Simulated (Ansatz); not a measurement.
Relaxation of AlClFH$_{3}$ (6 atoms, charge 0, multiplicity 1), to a largest force component of 0.03 eV/Å in at most 50 steps.

All numbers below come from RKS BLYP-D4/def2-SVP in Ansatz.

```xyz
6
Properties=species:S:1:pos:R:3
Al 0.022 0.230 0.101
Cl -0.032 0.474 2.283
H 1.359 0.266 -0.708
F -1.442 0.115 -0.702
H 0.047 -2.434 0.809
H 0.077 -1.916 1.317
```

Where does it end, and by what steps?

It converged. After 9 steps the energy has fallen by 0.143 eV; H5 moved furthest, 0.35 Å.

```
step  energy less start (eV)  largest force component (eV/Å)  accepted
   0                  0.0000                           1.273       yes
   1                 -0.1034                           0.448       yes
   2                 -0.1035                           0.648       yes
   3                 -0.1211                           0.451       yes
   4                 -0.1243                           0.616       yes
   5                 -0.1337                           0.506       yes
   6                 -0.1397                           0.203       yes
   7                 -0.1427                           0.128       yes
   8                 -0.1431                           0.061       yes
   9                 -0.1434                           0.015       yes
```

```xyz
6
Properties=species:S:1:pos:R:3
Al 0.023 0.157 0.231
Cl -0.058 0.767 2.257
H 1.366 0.085 -0.580
F -1.435 -0.041 -0.574
H 0.015 -2.239 0.522
H 0.120 -1.994 1.244
```

Whether the end is a true minimum wasn't checked by a vibrational analysis.

Time of the run: 17 s on 1 thread of Arm Neoverse V1, with other jobs on the host, peak memory 0.13 GiB.
